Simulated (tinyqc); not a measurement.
Worked calculation: CIS on RHF in the sto-6g basis, for H2O, spin multiplicity 1. One step of it, computed by the program tinyqc.

Task: Integrals over molecular orbitals. (pq|rs) = sum C_ip C_jq C_kr C_ls (ij|kl), one index at a time.

coefficients C:
```
              MO1        MO2        MO3        MO4       MO5        MO6        MO7
1O 1s    0.996745  -0.223430   0.000000   0.096486  0.000000  -0.110812   0.000000
1O 2s    0.015133   0.856771   0.000000  -0.533110  0.000000   0.772356   0.000000
1O 2px   0.000000   0.000000   0.000000   0.000000  1.000000   0.000000   0.000000
1O 2py   0.000000   0.000000   0.622259   0.000000  0.000000   0.000000   0.934259
1O 2pz   0.002990   0.117620   0.000000   0.741526  0.000000   0.776699   0.000000
2H 1s   -0.003308   0.148749   0.449266   0.307935  0.000000  -0.750303  -0.800079
3H 1s   -0.003308   0.148749  -0.449266   0.307935  0.000000  -0.750303   0.800079
```

core Hamiltonian H = T + V (hartree):
```
             1O 1s      1O 2s     1O 2px     1O 2py     1O 2pz      2H 1s      3H 1s
1O 1s   -32.974617  -7.288505   0.000000   0.000000  -0.019471  -1.544061  -1.544061
1O 2s    -7.288505  -9.191330   0.000000   0.000000  -0.220693  -3.393389  -3.393389
1O 2px    0.000000   0.000000  -7.428890   0.000000   0.000000   0.000000   0.000000
1O 2py    0.000000   0.000000   0.000000  -7.551458   0.000000  -1.780479   1.780479
1O 2pz   -0.019471  -0.220693   0.000000   0.000000  -7.526343  -1.660290  -1.660290
2H 1s    -1.544061  -3.393389   0.000000  -1.780479  -1.660290  -4.871729  -1.532322
3H 1s    -1.544061  -3.393389   0.000000   1.780479  -1.660290  -1.532322  -4.871729
```

Two-electron integrals (ij|kl) in chemists' order, unique and non-zero (hartree):
```
(11|11) 4.787491    (21|11) 0.675884    (21|21) 0.121505    (22|11) 1.117379
(22|21) 0.249212    (22|22) 0.817383    (31|31) 0.025762    (32|31) 0.039145
(32|32) 0.180664    (33|11) 1.117381    (33|21) 0.249212    (33|22) 0.817382
(33|33) 0.880663    (41|41) 0.025762    (42|41) 0.039145    (42|42) 0.180664
(43|43) 0.047461    (44|11) 1.117381    (44|21) 0.249212    (44|22) 0.817382
(44|33) 0.785741    (44|44) 0.880663    (51|51) 0.025762    (52|51) 0.039145
(52|52) 0.180664    (53|53) 0.047461    (54|54) 0.047461    (55|11) 1.117381
(55|21) 0.249212    (55|22) 0.817382    (55|33) 0.785741    (55|44) 0.785741
(55|55) 0.880663    (61|11) 0.151655    (61|21) 0.026129    (61|22) 0.052412
(61|33) 0.052299    (61|41) 0.000953    (61|42) 0.001862    (61|44) 0.052488
(61|51) 0.000850    (61|52) 0.001660    (61|54) 0.000168    (61|55) 0.052449
(61|61) 0.005727    (62|11) 0.365642    (62|21) 0.082676    (62|22) 0.299863
(62|33) 0.294903    (62|41) 0.004936    (62|42) 0.036296    (62|44) 0.303191
(62|51) 0.004401    (62|52) 0.032364    (62|54) 0.007391    (62|55) 0.301493
(62|61) 0.017870    (62|62) 0.136371    (63|31) 0.009224    (63|32) 0.051794
(63|43) 0.007501    (63|53) 0.006689    (63|63) 0.019378    (64|11) 0.195961
(64|21) 0.044942    (64|22) 0.173864    (64|33) 0.166013    (64|41) 0.011581
(64|42) 0.071713    (64|44) 0.185779    (64|51) 0.002102    (64|52) 0.017761
(64|54) 0.010936    (64|55) 0.169800    (64|61) 0.010163    (64|62) 0.096146
(64|64) 0.086451    (65|11) 0.174734    (65|21) 0.040074    (65|22) 0.155031
(65|33) 0.148030    (65|41) 0.002102    (65|42) 0.017761    (65|44) 0.152277
(65|51) 0.011098    (65|52) 0.067632    (65|54) 0.011289    (65|55) 0.164785
(65|61) 0.009062    (65|62) 0.085731    (65|64) 0.059807    (65|65) 0.072707
(66|11) 0.505987    (66|21) 0.116538    (66|22) 0.483077    (66|33) 0.463738
(66|41) 0.009105    (66|42) 0.091255    (66|44) 0.496057    (66|51) 0.008119
(66|52) 0.081370    (66|54) 0.028818    (66|55) 0.489435    (66|61) 0.025458
(66|62) 0.277161    (66|64) 0.223165    (66|65) 0.198991    (66|66) 0.774999
(71|11) 0.151655    (71|21) 0.026129    (71|22) 0.052412    (71|33) 0.052299
(71|41) -0.000953   (71|42) -0.001862   (71|44) 0.052488    (71|51) 0.000850
(71|52) 0.001660    (71|54) -0.000168   (71|55) 0.052449    (71|61) 0.005651
(71|62) 0.017330    (71|64) 0.008961    (71|65) 0.008787    (71|66) 0.024390
(71|71) 0.005727    (72|11) 0.365642    (72|21) 0.082676    (72|22) 0.299863
(72|33) 0.294903    (72|41) -0.004936   (72|42) -0.036296   (72|44) 0.303191
(72|51) 0.004401    (72|52) 0.032364    (72|54) -0.007391   (72|55) 0.301493
(72|61) 0.017330    (72|62) 0.112496    (72|64) 0.054409    (72|65) 0.068878
(72|66) 0.189559    (72|71) 0.017870    (72|72) 0.136371    (73|31) 0.009224
(73|32) 0.051794    (73|43) -0.007501   (73|53) 0.006689    (73|63) 0.015546
(73|73) 0.019378    (74|11) -0.195961   (74|21) -0.044942   (74|22) -0.173864
(74|33) -0.166013   (74|41) 0.011581    (74|42) 0.071713    (74|44) -0.185779
(74|51) -0.002102   (74|52) -0.017761   (74|54) 0.010936    (74|55) -0.169800
(74|61) -0.008961   (74|62) -0.054409   (74|64) -0.011196   (74|65) -0.032551
(74|66) -0.080687   (74|71) -0.010163   (74|72) -0.096146   (74|74) 0.086451
(75|11) 0.174734    (75|21) 0.040074    (75|22) 0.155031    (75|33) 0.148030
(75|41) -0.002102   (75|42) -0.017761   (75|44) 0.152277    (75|51) 0.011098
(75|52) 0.067632    (75|54) -0.011289   (75|55) 0.164785    (75|61) 0.008787
(75|62) 0.068878    (75|64) 0.032551    (75|65) 0.057053    (75|66) 0.127399
(75|71) 0.009062    (75|72) 0.085731    (75|74) -0.059807   (75|75) 0.072707
(76|11) 0.151366    (76|21) 0.034605    (76|22) 0.136590    (76|33) 0.133221
(76|44) 0.135550    (76|51) 0.002864    (76|52) 0.025172    (76|55) 0.140998
(76|61) 0.007418    (76|62) 0.062837    (76|64) 0.038116    (76|65) 0.044414
(76|66) 0.134260    (76|71) 0.007418    (76|72) 0.062837    (76|74) -0.038116
(76|75) 0.044414    (76|76) 0.035813    (77|11) 0.505987    (77|21) 0.116538
(77|22) 0.483077    (77|33) 0.463738    (77|41) -0.009105   (77|42) -0.091255
(77|44) 0.496057    (77|51) 0.008119    (77|52) 0.081370    (77|54) -0.028818
(77|55) 0.489435    (77|61) 0.024390    (77|62) 0.189559    (77|64) 0.080687
(77|65) 0.127399    (77|66) 0.342929    (77|71) 0.025458    (77|72) 0.277161
(77|74) -0.223165   (77|75) 0.198991    (77|76) 0.134260    (77|77) 0.774999
```

Give: one-electron integrals over orbitals h = C^T H C; Two-electron integrals over orbitals.

Result:

one-electron integrals over orbitals h = C^T H C (hartree):
```
          1        2        3        4        5        6        7
1  -32.9615   0.5688   0.0000  -0.2403   0.0000   0.2872   0.0000
2    0.5688  -7.6744   0.0000   0.5011   0.0000  -1.3446   0.0000
3    0.0000   0.0000  -6.2630   0.0000   0.0000   0.0000  -1.7112
4   -0.2403   0.5011   0.0000  -6.8223   0.0000  -1.1936   0.0000
5    0.0000   0.0000   0.0000   0.0000  -7.4289   0.0000   0.0000
6    0.2872  -1.3446   0.0000  -1.1936   0.0000  -5.4298   0.0000
7    0.0000   0.0000  -1.7112   0.0000   0.0000   0.0000  -5.5430
```

Two-electron integrals over orbitals (pq|rs), unique and non-zero (hartree):
```
(11|11) 4.7625      (21|11) -0.4304     (21|21) 0.0629      (22|11) 1.0231
(22|21) -0.0147     (22|22) 0.7295      (31|31) 0.0115      (32|31) 0.0176
(32|32) 0.1383      (33|11) 0.7948      (33|21) -0.0043     (33|22) 0.6391
(33|33) 0.6226      (41|11) 0.1908      (41|21) -0.0253     (41|22) 0.0154
(41|33) 0.0060      (41|41) 0.0280      (42|11) -0.1496     (42|21) 0.0097
(42|22) -0.0076     (42|33) 0.0043      (42|41) 0.0172      (42|42) 0.1269
(43|31) -0.0036     (43|32) 0.0214      (43|43) 0.0517      (44|11) 0.9688
(44|21) -0.0125     (44|22) 0.6677      (44|33) 0.5884      (44|41) -0.0100
(44|42) -0.0997     (44|44) 0.7420      (51|51) 0.0267      (52|51) 0.0326
(52|52) 0.1468      (53|53) 0.0283      (54|51) -0.0134     (54|52) -0.0478
(54|54) 0.0535      (55|11) 1.1171      (55|21) -0.0113     (55|22) 0.7514
(55|33) 0.6233      (55|41) 0.0047      (55|42) -0.0774     (55|44) 0.7101
(55|55) 0.8807      (61|11) -0.2282     (61|21) 0.0361      (61|22) -0.0010
(61|33) 0.0008      (61|41) -2.58e-04   (61|42) 0.0214      (61|44) -0.0183
(61|55) -0.0055     (61|61) 0.0321      (62|11) 0.3016      (62|21) -0.0069
(62|22) 0.1425      (62|33) 0.0770      (62|41) 0.0192      (62|42) 0.0237
(62|44) 0.0745      (62|55) 0.1529      (62|61) 0.0089      (62|62) 0.1015
(63|31) 0.0034      (63|32) -0.0332     (63|43) -0.0308     (63|63) 0.0674
(64|11) 0.2420      (64|21) -0.0024     (64|22) 0.1073      (64|33) 0.0473
(64|41) 3.08e-04    (64|42) -0.0475     (64|44) 0.1292      (64|55) 0.1326
(64|61) -0.0017     (64|62) 0.0592      (64|64) 0.0849      (65|51) 0.0143
(65|52) 0.0547      (65|54) 0.0016      (65|65) 0.0368      (66|11) 0.8192
(66|21) -0.0077     (66|22) 0.6165      (66|33) 0.5691      (66|41) 0.0201
(66|42) 0.0520      (66|44) 0.5555      (66|55) 0.5935      (66|61) 0.0091
(66|62) 0.1015      (66|64) 0.0486      (66|66) 0.6027      (71|31) 0.0153
(71|32) 0.0221      (71|43) -0.0049     (71|63) 0.0040      (71|71) 0.0203
(72|31) 0.0142      (72|32) 0.0449      (72|43) -0.0352     (72|63) 0.0340
(72|71) 0.0180      (72|72) 0.0634      (73|11) 0.3638      (73|21) -0.0070
(73|22) 0.1452      (73|33) 0.0901      (73|41) -0.0008     (73|42) -0.0822
(73|44) 0.1476      (73|55) 0.1932      (73|61) -0.0065     (73|62) 0.0732
(73|64) 0.0919      (73|66) 0.0413      (73|73) 0.1579      (74|31) -0.0095
(74|32) -0.0779     (74|43) -0.0052     (74|63) 0.0475      (74|71) -0.0123
(74|72) -0.0156     (74|74) 0.0723      (75|53) 0.0237      (75|75) 0.0239
(76|31) 0.0084      (76|32) 0.0908      (76|43) 0.0537      (76|63) -0.0601
(76|71) 0.0106      (76|72) -0.0099     (76|74) -0.0607     (76|76) 0.1121
(77|11) 0.8432      (77|21) -0.0084     (77|22) 0.6156      (77|33) 0.6006
(77|41) 0.0041      (77|42) -0.0124     (77|44) 0.5914      (77|55) 0.6126
(77|61) -0.0038     (77|62) 0.0654      (77|64) 0.0419      (77|66) 0.5654
(77|73) 0.0851      (77|77) 0.6069
```
